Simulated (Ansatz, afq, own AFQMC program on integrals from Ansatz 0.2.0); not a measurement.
Two steps: Ansatz 0.2.0 writes the Fock matrix and Cholesky factors of the valence space, and afq projects on them the lowest state that overlaps trial and start.

```yaml
crystal:
  periodic: [false, false, false]
  atoms:
    - {symbol: O, position_ang: [0.000000, 0.000000, 0.000000]}
    - {symbol: H, position_ang: [0.000000, 0.000000, 1.006000]}
basis:
  gaussian: {orbitals: aug-cc-pVDZ}
total_charge: -1
magnetization: {spin_polarized: true, initial_magnetization: 2}
correlation: {method: ccsd_t, electrons: outside_noble_gas, hamiltonian_folder: ham}
```

```sh
$ ansatz run in.yaml --threads 1 --pin off --events-out ev --progress --plain --max-ram 1382MiB
```

Options of the walk:

```
--method phaseless --trial mp1 --walkers 160 --populations 1 --least-time 40 --time-step 0.05 --steps-per-block 50 --equilibration-blocks 24 --max-blocks 160 --target-error 0.00068 --factor-cut 1e-05 --start spin_pure --seed 5952 --taylor-order 2
```

Times are imaginary, in 1/Eh. The walk had a cap of 90 s.

```
orbitals 31  electrons 5 3  factors 215 of 302
reference energy -75.36732893 Eh
CCSD correlation -0.18331322 Eh in 10 cycles, weight of the determinant in the CISD state 0.9408
energy of the start -75.535824 Eh
 block  time / (1/Eh)  mean weight  energy / Eh
     1     2.500  1.0279  -75.553522
     2     5.000  1.0010  -75.555378
     3     7.500  1.0114  -75.553897
     4    10.000  1.0028  -75.553827
     5    12.500  0.9931  -75.553601
     9    22.500  1.0135  -75.555561
    13    32.500  1.0092  -75.554079
    17    42.500  0.9912  -75.559667
    21    52.500  1.0120  -75.553301
    25    62.500  1.0068  -75.555567
    29    72.500  0.9703  -75.556220
    33    82.500  1.0064  -75.553926
    35    87.500  1.0191  -75.552613
    37    92.500  1.0007  -75.557029
    41   102.500  0.9982  -75.554977
    44   110.000  1.0130  -75.555944
blocks merged  error / Eh  count
     1  0.000296  20
     2  0.000395  10
energy -75.555529 +/- 0.000296 Eh
(rows thinned)
```

The run failed at least one of its tests; the cautions name the faults.

Against this walk (error 8.1 meV) on the same determinant: CCSD(T) 24.1 meV higher, CCSDT(Q) 4.1 meV higher (within the noise). The error is statistical and leaves out the bias of the constraint.

A setting was made bad on purpose (series of the exponential too short), so the walk's energy isn't to be trusted. Here it did no visible harm: the energy meets the surest value within the noise.

Cautions: constraint bias not in the error; error not settled; another spin lies lower (by 2.42 eV); at this level and basis the anion state lies above a neutral one; the time-step error isn't removed.

CCSDT and higher add their correlation energy to the determinant of the CCSD(T) run, since their own runs factorise the integrals more tightly (a shift of under 2 meV). A walk keeps the symmetry of its determinant, which the program's search chose and which needn't be the lowest solution, so a lower state of the same spin and another symmetry isn't excluded.
